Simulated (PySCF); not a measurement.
2p core levels of borane phosphine

Compound: borane phosphine, BH₆P.
SMILES with atom numbers: `[BH3-:1][PH3+:2]`

Computed, not measured: delta-SCF UKS SCAN, pcX-2 on the ionised atom, pcseg-1 elsewhere, spin-free X2C (PySCF 2.14.0). Vertical ΔSCF values, vacuum level as zero. Spin–orbit coupling isn't in the SCF: each 2p doublet comes from a relaxed spin-free hole plus a matrix of the shell (mean-field spin–orbit coupling and the ground-state 2p splitting), with 2p3/2 averaged over its two sublevels. The splitting includes the ligand field, and 2p3/2 is the mean of two sublevels.

Give the 2p3/2 and 2p1/2 binding energies and the splitting.

| atom | environment | 2p3/2 (eV) | 2p1/2 (eV) | splitting (eV) | mean of the shell (eV) |
| --- | --- | --- | --- | --- | --- |
| P2 | phosphorus bonded to B and 3 H | 138.35 | 139.24 | 0.89 | 138.64 |

What are the 1s binding energies of the same atoms?

P2 2151.98 eV.

Which Kα1 and Kα2 emission energies and wavelengths follow?

The photon carries the difference of the 1s-hole and 2p-hole states, both at the ground state's geometry; λ = 12398.42 eV Å/E.

```tsv
atom	Kα1 (eV)	Kα2 (eV)	λ(Kα1) (Å)	λ(Kα2) (Å)
P2	2013.63	2012.74	6.1572	6.1600
```

And the 1s levels of the other atoms?

B1 (four-coordinate boron) 193.83 eV.

Geometry: PBE0-D3(BJ)/def2-SVP; no solvent, vibrations or thermal averaging.
